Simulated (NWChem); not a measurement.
H anion

Results from NWChem. Sets without diffuse functions describe the anion's extra electron poorly. The highest occupied level is positive in some or all of these runs, so the extra electron may be held by the finite basis. Total energies compare along this basis series because the functional is fixed.

| level | basis functions | energy (Ha) | highest occupied level (eV) | orbital gap (eV) |
|---|---|---|---|---|
| PBE/cc-pVDZ | 5 | -0.4763 | 4.93 | 17.27 |
| PBE/aug-cc-pVDZ | 9 | -0.5241 | 1.82 | 3.46 |
| PBE/cc-pVTZ | 14 | -0.4977 | 3.80 | 11.33 |
| PBE/aug-cc-pVTZ | 23 | -0.5256 | 1.75 | 2.85 |
| PBE/cc-pVQZ | 30 | -0.5055 | 3.33 | 9.02 |
